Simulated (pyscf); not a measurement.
Elementary routes open to O=Ta(Cl)(Cl)–Cl + hydrogen (H₂) in the gas phase (singlet surface):
A. HO–TaH(Cl)(Cl)–Cl (H–H broken; H–O, H–Ta formed)
B. O=TaH(Cl)–Cl + hydrogen chloride (HCl) (Cl–Ta, H–H broken; H–Ta, Cl–H formed)

Single points on ωB97X-D3(BJ)/def2-SVP structures (PySCF, gas phase).

Task: Rank the routes by free-energy barrier at 1200 K, lowest first, for ωB97M-D3(BJ)/def2-TZVP energies (ideal gas, 1 atm, RRHO with modes under 100 cm⁻¹ raised to 100, one conformer, R ln 2 for chiral ones without a mode under 150 cm⁻¹).

Result: A (69.6 kcal/mol), B (71.5 kcal/mol)

Route A is the fastest of these, ahead of the next by 1.8 kcal/mol. The most stable products are those of B (ΔG = +27.7 kcal/mol), whose barrier is 1.8 kcal/mol higher: the kinetic and the thermodynamic product differ. At 298 K A is still the fastest. B: On the product side the descent ends in an adduct with a Cl–Ta contact, 7.0 kcal/mol under the separated species and 4.3 kcal/mol under the saddle at ωB97X-D3(BJ)/def2-TZVP. Only these routes are compared; each barrier is that of the saddle found, and lower ones may exist. Elements past Kr carry the def2 core potentials, without spin-orbit coupling.
